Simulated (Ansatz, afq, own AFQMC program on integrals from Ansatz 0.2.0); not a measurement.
SiHBr, triplet in cc-pVTZ, levels against CCSDT(Q)

```xyz
3

Br    0.0000    0.0000   -1.6300
H     0.0000    0.0000   -0.0270
Si    0.0000    0.0000    1.6570
```

Connectivity, by distances: Br ··· Si, 1 bridging H.

Basis cc-pVTZ. Only valence electrons are correlated. Integrals, coupled cluster, full CI and functionals: Ansatz 0.2.0; the random walks run on the same integrals in our own AFQMC program. The CISD trial takes its coefficients from CCSD amplitudes. Released means that phaseless walkers are propagated on without the constraint, phases kept. ± is one standard error of the sampling. No spin–orbit coupling.

Determinant: UHF, the one that the program's search chose, which needn't be the lowest solution. The geometry is a point of a scan.

No full CI on the walks' own integrals is used here; CCSDT(Q) serves as the reference and is uncertain by about the last step of the cluster series.

Cautions: no relativity below Rb; no spin-orbit coupling; inner d shell frozen; lower spins were not checked; the released energies have errors that jump between times, so the bars are unsure, so no released level is given (meV from the phaseless value at times in 1/Eh: -5 ± 4 at 0.24, -7 ± 3 at 0.51, -31 ± 28 at 0.99, -10 ± 6 at 1.62, -17 ± 6 at 2.40), though the last usable value meets CCSDT(Q) within the noise.

```
T1 diagnostic                               : 0.0154
weight of the determinant in the CISD state : 0.855
⟨S²⟩ of the determinant                     : 2.037
size of the correlated space                : 12 electrons in 72 orbitals
```

Reference: CCSDT(Q), correlation energy -7.953 eV.

| level | E − E(reference) (meV) | share of correlation (%) |
| --- | --- | --- |
| HF | 7953.5 | 0.00 |
| MP2 | 1318.3 | 83.43 |
| CCSD | 362.5 | 95.44 |
| CCSD(T) | 53.3 | 99.33 |
| CCSDT | 15.0 | 99.81 |
| ph-AFQMC/CISD | 16.6 ± 4.7 | 99.79 |

A walk keeps the symmetry of its determinant, which the program's search chose and which needn't be the lowest solution, so a lower state of the same spin and another symmetry isn't excluded.
